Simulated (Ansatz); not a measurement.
# H9NSi2: the cost of one run

All numbers below are computed with Ansatz 0.2.0 (RKS B3LYP-D4/6-31G*).

## 1. Starting point

Bond lengths: Si1–N2 2.170 Å, N2–H3 1.060 Å, N2–H4 1.060 Å, Si1–H5 1.460 Å, Si1–H6 1.459 Å, Si1–H7 1.459 Å, Si1–Si8 2.520 Å, Si8–H9 1.460 Å, Si8–H10 1.460 Å, Si8–H11 1.460 Å, Si8–H12 1.642 Å. Angles (14 of 23 angles, heavy atoms first): N2–Si1–Si8 71.6°, Si1–N2–H3 120.0°, Si1–N2–H4 120.0°, N2–Si1–H5 109.5°, N2–Si1–H6 109.5°, N2–Si1–H7 109.5°, H5–Si1–Si8 67.2°, H6–Si1–Si8 176.6°, H7–Si1–Si8 72.8°, Si1–Si8–H9 109.5°, Si1–Si8–H10 109.5°, Si1–Si8–H11 109.5°, Si1–Si8–H12 64.2°, H3–N2–H4 120.0°.

As a file:

```xyz
12

Si    0.0000    0.0000    0.0000
N     0.0000    0.0000    2.1700
H    -0.8770   -0.2713    2.7000
H     0.8770    0.2713    2.7000
H     1.3768    0.0000   -0.4862
H    -0.6877    1.1914   -0.4862
H    -0.6877   -1.1914   -0.4862
Si    1.3153   -1.9973    0.7946
H     0.4966   -3.1999    0.6724
H     2.5185   -2.1437   -0.0193
H     1.6939   -1.8070    2.1918
H     0.6855   -1.0409    1.9718
```

## 2. Pulling towards end A

Springs on the bonds that form and break draw the guess towards this end; the thresholds are loose.

The input, input.yaml:

```yaml
crystal:
  periodic: [false, false, false]
  atoms:
    - { symbol: Si, position_ang: [0.0, 0.0, 0.0] }
    - { symbol: "N", position_ang: [0.0, 0.0, 2.17] }
    - { symbol: H, position_ang: [-0.877, -0.2713, 2.7] }
    - { symbol: H, position_ang: [0.877, 0.2713, 2.7] }
    - { symbol: H, position_ang: [1.3768, 0.0, -0.4862] }
    - { symbol: H, position_ang: [-0.6877, 1.1914, -0.4862] }
    - { symbol: H, position_ang: [-0.6877, -1.1914, -0.4862] }
    - { symbol: Si, position_ang: [1.3153, -1.9973, 0.7946] }
    - { symbol: H, position_ang: [0.4966, -3.1999, 0.6724] }
    - { symbol: H, position_ang: [2.5185, -2.1437, -0.0193] }
    - { symbol: H, position_ang: [1.6939, -1.807, 2.1918] }
    - { symbol: H, position_ang: [0.6855, -1.0409, 1.9718] }
basis:
  gaussian: { orbitals: "6-31G*" }
hamiltonian:
  xc: b3lyp
  dispersion: d4
relax:
  f_tol: 0.15
  max_steps: 25
  restrain:
    - { distance: [0, 7], at: 3.42, k: 30.0 }
    - { distance: [11, 1], at: 2.26, k: 30.0 }
    - { distance: [0, 1], at: 1.82, k: 30.0 }
    - { distance: [11, 7], at: 1.46, k: 30.0 }
```

Started as:

```console
$ ansatz run input.yaml --threads 1 --pin off --max-ram 2048MiB --backend cpu --events-out ev --progress --plain --runs-dir out
```

Q: Estimate wall time and peak memory on 1 thread of Arm Neoverse V2, shared host.

About 47 s, with a peak of 0.14 GiB.
